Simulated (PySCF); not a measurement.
Molecule: i-PrOEt (CCOC(C)C, C5H12O).

Atom-mapped SMILES (the numbers label the heavy atoms): `[CH3:1][CH2:2][O:3][CH:4]([CH3:5])[CH3:6]`. Hydrogens are named by the atom that carries them.

Geometry PBE0-D3(BJ)/def2-SVP throughout; GIAO in PySCF 2.14, gas phase, one conformer, non-relativistic; equivalent atoms averaged; basis pcSseg-1.

**Question.** How do the shifts δ (against TMS, H2O at the same level) depend on the functional? (ppm; last column core-seconds on shared hosts with different chips, so compare them loosely)

**Answer.** 
```csv
functional,kind,C4,C2,C5/C6,C1,O3,H(C2),H(C4),H(C1),H(C5)/H(C6),core-s
HF,Hartree–Fock,63.4,57.8,22.5,18.1,40.3,2.91,2.74,1.26,1.12,12
LDA,LDA,78.1,69.3,22.6,16.7,99.9,3.54,3.52,1.23,1.10,29
PBE,GGA,76.1,67.9,22.8,17.9,93.7,3.47,3.41,1.23,1.10,37
BLYP,GGA,77.7,69.3,23.4,18.8,99.5,3.49,3.40,1.25,1.12,36
BP86,GGA,76.3,68.0,23.0,18.1,89.3,3.47,3.41,1.23,1.11,37
OPBE,GGA,71.9,64.4,21.6,17.7,80.4,3.38,3.37,1.20,1.09,39
KT2,GGA,75.1,66.9,22.5,17.9,89.5,3.45,3.39,1.23,1.10,22
KT3,GGA,73.7,65.8,22.2,18.3,87.5,3.40,3.34,1.22,1.10,41
B97-D,GGA,75.3,67.3,22.9,18.6,86.3,3.46,3.38,1.25,1.13,22
B3LYP,global hybrid,74.9,67.0,23.2,18.4,84.5,3.33,3.21,1.24,1.12,13
PBE0,global hybrid,72.7,65.2,22.6,17.8,75.8,3.27,3.18,1.22,1.10,30
mPW1PW91,global hybrid,72.6,65.1,22.7,18.0,74.2,3.25,3.17,1.22,1.10,13
WP04,global hybrid,75.6,67.1,23.3,19.2,69.4,3.15,3.09,1.18,1.09,16
B97-2,global hybrid,72.3,64.8,22.6,18.1,73.8,3.28,3.19,1.23,1.10,16
BHandHLYP,global hybrid,70.7,63.5,23.0,18.2,67.2,3.14,3.01,1.25,1.11,16
CAM-B3LYP,range-separated hybrid,73.4,65.8,23.1,18.0,77.5,3.27,3.15,1.25,1.12,22
wB97X-D,range-separated hybrid,72.2,64.8,23.0,18.0,68.2,3.23,3.12,1.23,1.10,22
LC-wPBE,range-separated hybrid,70.3,63.4,22.5,17.4,60.3,3.17,3.06,1.22,1.10,32
```

**Question.** Which nucleus moves most, in ppm?

**Answer.** O3 (ether oxygen): from 40.3 ppm with HF to 99.9 ppm with LDA. The smallest spread is 0.05 ppm, at H(C5)/H(C6). Proton shifts span only some 12 ppm, so a few tenths of a ppm matter as much there as several ppm in carbon.
